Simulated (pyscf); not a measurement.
A first-order saddle from PySCF, ωB97X-D3(BJ)/def2-SVP:

```
O
H 1 1.1534
H 2 1.1381 1 133.43
Si 1 1.7571 2 76.81 3 -2.61
H 4 1.4822 1 119.26 2 86.53
H 4 1.4826 5 117.25 3 94.59
H 4 1.5894 5 97.98 3 -162.44
Nb 1 2.0358 2 167.55 3 -99.15
O 8 1.6848 1 110.17 2 23.05
O 8 1.8848 9 106.81 7 168.28
H 10 0.9628 8 132.82 9 -4.68
O 8 1.8893 9 110.23 7 -78.86
H 12 0.9627 8 132.70 9 16.81
```
Charge 0, spin multiplicity 1.

Surface: singlet, charge 0. Lowest wavenumbers (cm⁻¹): 1539i, 76, 105, 125, 194.

**Question.** Name the species on either side of this saddle.

**Answer.** O=Nb(OH)(OH)–O–SiH₃ + hydrogen (H₂) ⇌ O=NbH(OH)–OH + silanol (HO–SiH₃), a multi-bond step read from left to right: Nb–O, H–H, H–Si broken and H–Nb, H–O, H–Si formed. At ωB97M-D3(BJ)/def2-TZVP it lies +54.0 kcal/mol from the left side and +20.9 kcal/mol from the right (each side as separated species at their lowest minima found). On the product side the descent ends in an adduct with a Nb–O contact, 14.0 kcal/mol under the separated species and 29.6 kcal/mol under the saddle at ωB97X-D3(BJ)/def2-TZVP. What is counted as broken (Nb–O) persists as a longer contact in the product adduct; parting that adduct is a step of its own. At the saddle there is also a short Nb–Si contact that neither side keeps. This is the saddle that the search found; another between the same sides may lie lower. Elements past Kr carry the def2 core potentials, without spin-orbit coupling.
